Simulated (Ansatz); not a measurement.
C4H6O2 (`C=CCC(=O)O`), relaxed with RKS PBE-D4/def2-SVP in Ansatz 0.2.0 from a rough embedded geometry. The force threshold is 0.03 eV/Å; the program also tests the step.

Charge 0, multiplicity 1.

Start:

```xyz
12

C     1.659   -0.979    0.212
C     0.401   -1.277   -0.009
C    -0.806   -0.323   -0.087
C    -0.518    1.167   -0.180
O     0.411    1.743   -0.693
O    -1.563    1.880    0.290
H     2.438   -1.697    0.202
H     2.021    0.048    0.328
H     0.128   -2.327   -0.117
H    -1.420   -0.463    0.813
H    -1.438   -0.590   -0.886
H    -1.314    2.819    0.128
```

(1) How much energy does the relaxation release, and in how many steps? (An estimate is asked.)

(2) Which bonds change most? (Best estimate.)

(3) Give the relaxed structure. (Estimate.)

Results:

(1) Computed: 22.14 kJ/mol, in 21 steps, 2 of them rejected.

(2) Computed: C3–H11 from 1.053 to 1.114 Å; C1–H7 from 1.059 to 1.101 Å; C2–C3 from 1.540 to 1.505 Å; C1–C2 from 1.312 to 1.344 Å.

(3) Ansatz gave: 
```xyz
12

C     1.707   -0.977    0.052
C     0.393   -1.259    0.037
C    -0.770   -0.307   -0.013
C    -0.506    1.186   -0.043
O     0.566    1.757   -0.083
O    -1.685    1.866   -0.027
H     2.444   -1.794    0.093
H     2.074    0.058    0.024
H     0.079   -2.319    0.067
H    -1.456   -0.493    0.845
H    -1.410   -0.532   -0.897
H    -1.436    2.815   -0.055
```
